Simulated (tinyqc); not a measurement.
Inside a calculation. Method: Born-Oppenheimer dynamics on the UHF/sto-3g surface (energies and gradients from PySCF), for NH3+, spin multiplicity 2. Computed by tinyqc, a small Python program that keeps every step (integrals from PySCF). Settings: charge = 1, multiplicity = 2, basis = sto-3g, time step (fs) = 0.5, steps = 24. Command: `OMP_NUM_THREADS=1 python tinyqc.py 24398 24399 out.jsonl` (the two numbers bound the seeds that draw the settings). One thread of a shared host (Intel(R) Xeon(R) Processor @ 2.60GHz), about 2 s of CPU time with the checks.

## Velocity Verlet step 1

positions (bohr):
```
,x,y,z
1N,0.01890,-0.04913,0.08882
2H,1.95587,-0.10771,0.01323
3H,-0.82581,1.71209,-0.00567
4H,-0.97321,-1.78201,0.05480
```

velocities (bohr per atomic time unit):
```
,x,y,z
1N,-0.00003137,0.00000900,0.00005860
2H,-0.00008937,-0.00030200,-0.00031040
3H,0.00065463,0.00040600,-0.00041040
4H,-0.00012937,-0.00022900,-0.00009340
```

gradient (hartree/bohr):
```
,x,y,z
1N,0.0100198,0.0188664,0.0019370
2H,-0.0325764,0.0019880,-0.0004116
3H,0.0169521,-0.0168765,-0.0003113
4H,0.0056045,-0.0039778,-0.0012141
```

masses (electron masses): 1N 25526.04236, 2H 1837.15259, 3H 1837.15259, 4H 1837.15259

gradient after step 1 (hartree/bohr):
```
,x,y,z
1N,0.0094382,0.0187178,0.0023764
2H,-0.0306865,0.0021514,-0.0005529
3H,0.0163927,-0.0143504,-0.0004694
4H,0.0048556,-0.0065188,-0.0013540
```

dt = 0.5 fs = 20.6707 atomic units; x' = x + v dt - g dt^2 / (2m); after the new gradient g', v' = v - (g + g') dt / (2m).

positions after step 1 (bohr):
```
,x,y,z
1N,0.01816,-0.04910,0.09001
2H,1.95781,-0.11419,0.00686
3H,-0.81425,1.72245,-0.01412
4H,-0.97653,-1.78628,0.05301
```

velocities after step 1 (bohr per atomic time unit):
```
,x,y,z
1N,-0.00003925,-0.00000622,0.00005685
2H,0.00026653,-0.00032529,-0.00030497
3H,0.00046704,0.00058167,-0.00040601
4H,-0.00018822,-0.00016995,-0.00007895
```

## Velocity Verlet step 2

gradient after step 2 (hartree/bohr):
```
,x,y,z
1N,0.0056275,0.0156625,0.0031629
2H,-0.0244220,0.0021236,-0.0008910
3H,0.0145254,-0.0093643,-0.0007973
4H,0.0042691,-0.0084218,-0.0014746
```

As before.

positions after step 2 (bohr):
```
,x,y,z
1N,0.01727,-0.04939,0.09117
2H,1.96689,-0.12116,0.00062
3H,-0.80650,1.73614,-0.02245
4H,-0.98099,-1.78904,0.05154
```

velocities after step 2 (bohr per atomic time unit):
```
,x,y,z
1N,-0.00004535,-0.00002014,0.00005461
2H,0.00057656,-0.00034934,-0.00029685
3H,0.00029310,0.00071508,-0.00039888
4H,-0.00023955,-0.00008590,-0.00006304
```

## Energy conservation

The total energy should stay constant up to terms of order dt^2; the step counts as short enough if it moves by less than 2 % of the largest kinetic energy.

Trajectory:
```
time (fs),1N-2H (angstrom),potential (hartree),kinetic (hartree),total (hartree)
0.00000,1.02625,-55.2049233,0.0010084,-55.2039149
0.50000,1.02793,-55.2049575,0.0010367,-55.2039208
1.00000,1.03350,-55.2052613,0.0013258,-55.2039355
1.50000,1.04214,-55.2056090,0.0016591,-55.2039499
2.00000,1.05263,-55.2057764,0.0018203,-55.2039560
2.50000,1.06357,-55.2056625,0.0017107,-55.2039517
3.00000,1.07358,-55.2053272,0.0013870,-55.2039402
3.50000,1.08145,-55.2049448,0.0010175,-55.2039274
4.00000,1.08629,-55.2047143,0.0007958,-55.2039186
4.50000,1.08756,-55.2047726,0.0008552,-55.2039173
5.00000,1.08514,-55.2051386,0.0012142,-55.2039244
5.50000,1.07930,-55.2057021,0.0017647,-55.2039374
6.00000,1.07068,-55.2062598,0.0023081,-55.2039517
6.50000,1.06030,-55.2065919,0.0026309,-55.2039611
7.00000,1.04944,-55.2065591,0.0025988,-55.2039603
7.50000,1.03950,-55.2061801,0.0022315,-55.2039486
8.00000,1.03185,-55.2056416,0.0017103,-55.2039312
8.50000,1.02761,-55.2052120,0.0012940,-55.2039181
9.00000,1.02740,-55.2050941,0.0011772,-55.2039169
9.50000,1.03128,-55.2053059,0.0013778,-55.2039281
10.00000,1.03868,-55.2056764,0.0017322,-55.2039442
10.50000,1.04856,-55.2059570,0.0020015,-55.2039555
11.00000,1.05959,-55.2059671,0.0020105,-55.2039566
11.50000,1.07036,-55.2056824,0.0017344,-55.2039480
12.00000,1.07957,-55.2052300,0.0012953,-55.2039346
```

The total energy moves within 4.6e-05 hartree, under 2 % of the largest kinetic energy.
